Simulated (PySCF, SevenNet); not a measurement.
For rock-salt KCl, the machine-learned potential SevenNet-l3i5 (trained on PBE and PBE+U data) gives:

| Property | Result |
|---|---|
| equilibrium lattice constant a | 6.388 Å |
| bulk modulus B0 | 14.5 GPa |

What does MP2 (PySCF, GTH pseudopotentials, Gaussian basis) give for the same quantities?


- lattice constant a: 6.171 Å (shrinks by 3.4 %)
- bulk modulus: 21.4 GPa (rises by 48 %)

For comparison: lattice constant a 6.248 Å (measured, low temperature, zero-point motion not removed; as tabulated in Doll and Stoll (1997), arXiv:cond-mat/9707218); bulk modulus 19.7 GPa (measured, 4 K, zero-point motion not removed; as tabulated in Doll and Stoll (1997), arXiv:cond-mat/9707218).

Changes are worked out from the printed values.

Unless a cell is named, each level is at its own relaxed cell (SevenNet-l3i5 32.59, MP2 29.38 Å³/atom).
